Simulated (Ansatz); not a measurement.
Input for Ansatz (development build ahead of 0.2.0):

```yaml
crystal:
  periodic: [false, false, false]
  atoms:
    - { symbol: C, position_ang: [0.0, 0.0, -0.4816] }
    - { symbol: H, position_ang: [0.0, 0.0, 0.4816] }
basis:
  gaussian: { orbitals: cc-pVTZ }
magnetization:
  spin_polarized: true
  initial_magnetization: 1
hamiltonian:
  xc: hf
correlation:
  method: bccd_t
  frozen_orbitals: { C: 1, H: 0 }
```

The input is written out in the form of the current development build from the run's settings.

Results

```json
{"Converged": "yes", "Reference energy (starting determinant)": "-38.27040 hartree", "Correlation energy": "-0.12205 hartree", "Total energy": "-38.39245 hartree"}
```
